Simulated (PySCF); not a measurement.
Stationary points of SF₃⁺

Level of theory: PBE0 in PySCF with S def2-TZVP, F def2-TZVP; no relativity; density-fitted integrals.

Relaxations began from a few typed shapes. The search is not exhaustive: other isomers or separated fragments can lie lower, and high-lying points may rest on an excited occupation.

```
   spin  group                          bonds                          angles  imaginary modes (cm⁻¹)  ΔE (kJ/mol)  ΔE with ZPE (kJ/mol)
singlet    C3v               S–F 1.503 Å (×3)                F–S–F 99.6° (×3)                    none          0.0                   0.0
singlet    C2v  S–F 1.508 Å, S–F 1.561 Å (×2)  F–S–F 89.1° (×2), F–S–F 178.3°                    437i        275.2                     –
singlet    D3h               S–F 1.583 Å (×3)               F–S–F 120.0° (×3)        845i, 254i, 254i        426.8                     –
```

The lowest minimum found is the singlet C3v: S–F 1.503 Å (×3); F–S–F 99.6° (×3).

Counting electrons, sulfur keeps 2 of its valence electrons outside its bonds, so the VSEPR class is AX3E1 and the expected shape is trigonal pyramidal (C3v), as computed.
